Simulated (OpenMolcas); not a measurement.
A ladder of methods for BH2ClO (SMILES OBCl)

BH2ClO: 5 atoms, total charge 0, spin state singlet. As SMILES, `OBCl`. Geometry: relaxed at PBE0-D4/def2-TZVP. This is one conformer, not always the lowest.

```xyz
5

O    -0.8633   -0.6186   -0.0029
B     0.3790   -0.1372    0.1379
Cl    0.7886    1.4960   -0.3953
H    -1.4777    0.0012   -0.4097
H     1.2233   -0.8151    0.6286
```

Each level gives the dipole moment (D). The values are calculated.

```json
{"level": "HF/def2-SVPD", "kind": "Hartree–Fock", "program": "OpenMolcas", "value (D)": "0.94", "CPU time": "6.4 s"}
{"level": "SVWN5/def2-SVPD", "kind": "LDA", "program": "OpenMolcas", "value (D)": "1.14", "CPU time": "15 s"}
{"level": "BLYP/def2-SVPD", "kind": "GGA", "program": "OpenMolcas", "value (D)": "1.10", "CPU time": "22 s"}
{"level": "revPBE/def2-SVPD", "kind": "GGA", "program": "OpenMolcas", "value (D)": "1.13", "CPU time": "24 s"}
{"level": "M06-L/def2-SVPD", "kind": "meta-GGA", "program": "OpenMolcas", "value (D)": "1.16", "CPU time": "31 s"}
{"level": "B3LYP/def2-SVPD", "kind": "global hybrid", "program": "OpenMolcas", "value (D)": "1.06", "CPU time": "24 s"}
{"level": "M06-2X/def2-SVPD", "kind": "hybrid meta-GGA", "program": "OpenMolcas", "value (D)": "?", "CPU time": "28 s"}
{"level": "PBE0/def2-SVPD", "kind": "global hybrid", "program": "OpenMolcas", "value (D)": "?", "CPU time": "21 s"}
```

Q: Estimate what the levels marked ? give.

A: As computed at these levels: M06-2X/def2-SVPD: 1.04 D; PBE0/def2-SVPD: 1.08 D. The values span 0.94 to 1.16 D. Magnitudes only: a small dipole may point the other way at some levels. Times are those of the runs behind each value, whatever else they computed, on shared processors of several kinds: orders of magnitude only.
